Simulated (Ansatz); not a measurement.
# BH₃O₃: small, medium and large basis sets

How large a basis does BH₃O₃ need? Two functionals and correlated methods are run in growing sets.

Program: Ansatz 0.2.0, Gaussian basis. Level of theory: one geometry, several basis sets. These are calculated values, not measurements.

Levels to be run: PBE0-D4/def2-SVP; ωB97M-V/def2-SVP; PBE0-D4/def2-QZVPP; ωB97M-V/def2-QZVPP; CCSD(T)/cc-pV(D+d)Z; CCSD(T)/cc-pV(T+d)Z; CCSD(T)/cc-pV(Q+d)Z; the functionals' def2-TZVPP values are taken from earlier runs.

### 1 Structure used throughout

An earlier PBE0-D4 in a triple-zeta def2 set relaxation fixed the geometry.

SMILES `OB(O)O`, 7 atoms, charge 0, spin multiplicity 1.

Atoms are counted from 1 here; the program's logs count them from 0.

Bond lengths: O1–B2 1.367 Å, O1–H5 0.957 Å, B2–O3 1.360 Å, B2–O4 1.376 Å, O3–H6 0.959 Å, O4–H7 0.957 Å. Angles: B2–O1–H5 115.3°, O1–B2–O3 116.5°, O1–B2–O4 125.2°, O3–B2–O4 118.3°, B2–O3–H6 111.6°, B2–O4–H7 115.8°.

### 2 PBE0-D4 in def2-SVP

Contents of in.yaml:

```yaml
crystal:
  periodic: [false, false, false]
  atoms:
    - {symbol: O, position_ang: [-1.109677, 0.802563, 0.321870]}
    - {symbol: B, position_ang: [-0.012210, -0.006765, 0.228678]}
    - {symbol: O, position_ang: [0.501182, -0.469281, 1.400087]}
    - {symbol: O, position_ang: [0.600707, -0.381269, -0.945383]}
    - {symbol: H, position_ang: [-1.457362, 1.118645, -0.511461]}
    - {symbol: H, position_ang: [1.266840, -1.028219, 1.254513]}
    - {symbol: H, position_ang: [0.210520, -0.035674, -1.748293]}
basis:
  gaussian: {orbitals: def2-SVP}
hamiltonian: {xc: pbe0, dispersion: d4}
output: {orbitals: {seedname: orbitals}}
```

Launch:

```
$ ansatz run in.yaml --threads 2 --pin off --events-out ev --progress --plain --max-ram 32768MiB --backend cpu
```

The runs that follow: ωB97M-V in def2-SVP; PBE0-D4 in def2-QZVPP; ωB97M-V in def2-QZVPP; CCSD(T) in cc-pV(D+d)Z; CCSD(T) in cc-pV(T+d)Z; CCSD(T) in cc-pV(Q+d)Z.

**Question.** What will the summary of the whole plan be? Wanted: MP2 correlation recovered, cc-pV(D+d)Z; MP2 correlation recovered, cc-pV(T+d)Z; MP2 correlation recovered, cc-pV(Q+d)Z; CCSD(T) limit from def2 sets; PBE0-D4: double and triple zeta above quadruple; ωB97M-V: double and triple zeta above quadruple.

As calculated:

```
                                                                 quantity          value
                                   MP2 correlation recovered, cc-pV(D+d)Z         68.9 %
                                   MP2 correlation recovered, cc-pV(T+d)Z         88.1 %
                                   MP2 correlation recovered, cc-pV(Q+d)Z         95.0 %
CCSD(T) limit from def2 sets (earlier runs) less the limit of this series         11 meV
                          PBE0-D4: double and triple zeta above quadruple  8.75, 0.41 eV
                          ωB97M-V: double and triple zeta above quadruple  8.91, 0.39 eV
```

What this shows: PBE0-D4 gains 8.34 eV from double to triple zeta, then 0.41 eV more. Correlation climbs from 69 % (cc-pV(D+d)Z) to 95 % (cc-pV(Q+d)Z) of the limit; Hartree-Fock is 0.168 eV from its own by then. A limit from the def2 sets, made apart, differs by 11 meV, a least measure of the doubt on such a limit. These are total energies; as a rule much of such shifts cancels in differences, which this series doesn't test. The LUMO of ωB97M-V is positive and keeps falling with the basis (2.58 to 1.09 eV): an unbound level that the basis holds in place.
